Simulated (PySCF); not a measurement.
System: H2N, doublet: symmetric bend, bond length relaxed. Scanned: H-N-H angle. Other coordinates (N-H bond length) were minimised at PBE0/def2-TZVP.

The free coordinates were minimised at PBE0/def2-TZVP in PySCF; the energy column is CCSD(T) on UHF/cc-pVTZ, 1 core orbital frozen (PySCF 2.14.0), in kJ/mol.

| a / ° | N-H bond length / Å | E |
|---|---|---|
| 180 | 0.991 | 147.8 |
| 172 | 0.992 | 143.8 |
| 164 | 0.994 | 132.2 |
| 156 | 0.997 | 114.4 |
| 148 | 1.001 | 92.6 |
| 140 | 1.005 | 69.1 |
| 132 | 1.010 | 46.2 |
| 124 | 1.014 | 26.2 |
| 116 | 1.019 | 10.9 |
| 108 | 1.024 | 1.7 |
| 100 | 1.029 | 0.0 |
| 92 | 1.035 | 6.7 |
| 84 | 1.042 | 22.7 |
| 76 | 1.051 | 48.6 |
| 68 | 1.063 | 85.0 |
| 60 | 1.078 | 132.2 |
